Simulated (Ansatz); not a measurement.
System (SMILES): [CH2]Cl (CH2-Cl), doublet.
Atoms: C1, Cl2, H3, H4. Bonds: C1-Cl2, C1-H3, C1-H4.

Basis-set convergence of the optimised C1-H3 bond length at HF with Ansatz (a program for electronic structure). All functions are spherical. The program fits the integrals of some runs and decomposes those of others, by size. Open shells are unrestricted. No added dispersion term, no relativity. Reference: the value in def2-QZVPPD, 1.0666 Å, itself unsure by roughly 0.0001 Å (its mean distance from pcseg-3, def2-QZVPP, cc-pV(Q+d)Z). Deviations are taken from unrounded values.

```json
[
 {"basis": "def2-SVP", "functions": "42", "optimised C1-H3 bond length (Å)": "1.0782"},
 {"basis": "def2-SVPD", "functions": "63", "optimised C1-H3 bond length (Å)": "1.0769"},
 {"basis": "cc-pV(D+d)Z", "functions": "47", "optimised C1-H3 bond length (Å)": "1.0778"},
 {"basis": "aug-cc-pV(D+d)Z", "functions": "73", "optimised C1-H3 bond length (Å)": "1.0757"},
 {"basis": "def2-TZVP", "functions": "80", "optimised C1-H3 bond length (Å)": "1.0680"},
 {"basis": "def2-TZVPD", "functions": "101", "optimised C1-H3 bond length (Å)": "1.0680"},
 {"basis": "cc-pV(T+d)Z", "functions": "97", "optimised C1-H3 bond length (Å)": "1.0672"},
 {"basis": "aug-cc-pV(T+d)Z", "functions": "147", "optimised C1-H3 bond length (Å)": "1.0672"},
 {"basis": "def2-TZVPP", "functions": "101", "optimised C1-H3 bond length (Å)": "1.0672"},
 {"basis": "def2-TZVPPD", "functions": "122", "optimised C1-H3 bond length (Å)": "1.0672"},
 {"basis": "def2-QZVPP", "functions": "187", "optimised C1-H3 bond length (Å)": "1.0666"},
 {"basis": "def2-QZVPPD", "functions": "208", "optimised C1-H3 bond length (Å)": "1.0666"}
]
```

What the diffuse functions change, pair by pair:
- def2-SVP to def2-SVPD: 21 more functions, deviation 0.0115 to 0.0103 Å
- cc-pV(D+d)Z to aug-cc-pV(D+d)Z: 26 more functions, deviation 0.0111 to 0.0090 Å
- def2-TZVP to def2-TZVPD: 21 more functions, deviation 0.0013 to 0.0013 Å
- cc-pV(T+d)Z to aug-cc-pV(T+d)Z: 50 more functions, deviation 0.0006 to 0.0005 Å
- def2-TZVPP to def2-TZVPPD: 21 more functions, deviation 0.0005 to 0.0005 Å
- def2-QZVPP to def2-QZVPPD: 21 more functions, deviation 0.0000 to 0.0000 Å

Leaving out the reference's own pair, they bring the value nearer the reference by more than 0.0001 Å in 2 of 5 pairs.
